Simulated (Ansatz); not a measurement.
# C₂H₆O: one structure at several levels

The atoms stand at a structure displaced at random from a GFN2-xTB minimum. How far do the functionals agree with CCSD(T) there?

Method: single points in def2-TZVPP; program: Ansatz 0.2.0, Gaussian basis.

Correlated methods freeze the cores. B3LYP uses VWN-RPA correlation.

**1. Starting geometry**

9 atoms, charge 0, spin multiplicity 1.

Atoms are counted from 1 here; the program's logs count them from 0.

Bond lengths: C1–O2 1.413 Å, C1–H4 1.082 Å, C1–H5 1.089 Å, C1–H6 1.104 Å, O2–C3 1.398 Å, C3–H7 1.115 Å, C3–H8 1.091 Å, C3–H9 1.098 Å. Angles: O2–C1–H4 111.8°, O2–C1–H5 107.0°, O2–C1–H6 110.8°, H4–C1–H5 109.5°, H4–C1–H6 109.3°, H5–C1–H6 108.5°, C1–O2–C3 113.3°, O2–C3–H7 109.3°, O2–C3–H8 107.9°, O2–C3–H9 112.5°, H7–C3–H8 108.5°, H7–C3–H9 108.3°, H8–C3–H9 110.3°.

Coordinates:

```xyz
9
C2H6O
C    -0.4198    0.8700   -0.6553
O     0.5602   -0.1462   -0.5943
C     0.5026   -0.8998    0.5813
H    -1.4223    0.4628   -0.6333
H    -0.2658    1.4042   -1.5918
H    -0.2981    1.5834    0.1790
H    -0.4789   -1.4265    0.6347
H     1.2952   -1.6476    0.5382
H     0.6111   -0.2811    1.4817
```

**2. CCSD(T)/def2-TZVPP**

The input, run/in.yaml:

```yaml
crystal:
  periodic: [false, false, false]
  atoms:
    - {symbol: C, position_ang: [-0.419800, 0.870000, -0.655300]}
    - {symbol: O, position_ang: [0.560200, -0.146200, -0.594300]}
    - {symbol: C, position_ang: [0.502600, -0.899800, 0.581300]}
    - {symbol: H, position_ang: [-1.422300, 0.462800, -0.633300]}
    - {symbol: H, position_ang: [-0.265800, 1.404200, -1.591800]}
    - {symbol: H, position_ang: [-0.298100, 1.583400, 0.179000]}
    - {symbol: H, position_ang: [-0.478900, -1.426500, 0.634700]}
    - {symbol: H, position_ang: [1.295200, -1.647600, 0.538200]}
    - {symbol: H, position_ang: [0.611100, -0.281100, 1.481700]}
basis:
  gaussian: {orbitals: def2-TZVPP}
correlation: {method: ccsd_t}
output: {forces: true}
```

The command line of these runs was not kept.

**3. PBE0-D4/def2-TZVPP**

Changes to run/in.yaml since step 2:

```diff
@@ -14,3 +14,3 @@
   gaussian: {orbitals: def2-TZVPP}
-correlation: {method: ccsd_t}
-output: {forces: true}
+hamiltonian: {xc: pbe0, dispersion: d4}
+output: {forces: true, orbitals: {seedname: orbitals}}
```

**4. wB97M-V/def2-TZVPP**

Changes to run/in.yaml since step 3:

```diff
@@ -14,3 +14,3 @@
   gaussian: {orbitals: def2-TZVPP}
-hamiltonian: {xc: pbe0, dispersion: d4}
-output: {forces: true, orbitals: {seedname: orbitals}}
+hamiltonian: {xc: {name: wB97M-V}}
+output: {forces: true}
```

**5. r2SCAN-D4/def2-TZVPP**

Changes to run/in.yaml since step 4:

```diff
@@ -14,3 +14,3 @@
   gaussian: {orbitals: def2-TZVPP}
-hamiltonian: {xc: {name: wB97M-V}}
+hamiltonian: {xc: r2scan, dispersion: d4}
 output: {forces: true}
```

**6. PBE-D4/def2-TZVPP**

Changes to run/in.yaml since step 5:

```diff
@@ -14,3 +14,3 @@
   gaussian: {orbitals: def2-TZVPP}
-hamiltonian: {xc: r2scan, dispersion: d4}
+hamiltonian: {xc: pbe, dispersion: d4}
 output: {forces: true}
```

**7. B3LYP-D4/def2-TZVPP**

Changes to run/in.yaml since step 6:

```diff
@@ -14,3 +14,3 @@
   gaussian: {orbitals: def2-TZVPP}
-hamiltonian: {xc: pbe, dispersion: d4}
+hamiltonian: {xc: {name: B3LYP}, dispersion: d4}
 output: {forces: true}
```

**8. B97M-V/def2-TZVPP**

Changes to run/in.yaml since step 7:

```diff
@@ -14,3 +14,3 @@
   gaussian: {orbitals: def2-TZVPP}
-hamiltonian: {xc: {name: B3LYP}, dispersion: d4}
+hamiltonian: {xc: {name: B97M-V}}
 output: {forces: true}
```

(Steps that only read results are left out.)

**Question.** What will these runs give? Wanted: energy less free atoms, CCSD(T)/def2-TZVPP; RMS force component; RMS force error; HOMO and LUMO, PBE0-D4; T1 diagnostic.

As calculated:

```
                                  quantity                                                                                           value
energy less free atoms, CCSD(T)/def2-TZVPP                                                                                      -33.825 eV
                       RMS force component                                                            0.281 to 0.322 eV/Å over the methods
                           RMS force error  PBE0-D4 0.153, wB97M-V 0.066, r2SCAN-D4 0.050, PBE-D4 0.154, B3LYP-D4 0.062, B97M-V 0.120 eV/Å
                    HOMO and LUMO, PBE0-D4                                                                               -7.39 and 1.40 eV
                             T1 diagnostic                                                                                           0.010
```

Against CCSD(T) the functionals' energies less atoms differ by -1.385 to -0.740 eV, PBE-D4 by -1.385 eV. A larger basis would deepen the CCSD(T) value, while the functionals are nearly converged already, so the order here is not reliable. For forces r2SCAN-D4 does best and PBE-D4 worst. Frozen-core CCSD(T) forces in triple zeta carry basis errors of their own, and this is one geometry, so small gaps rank nothing.
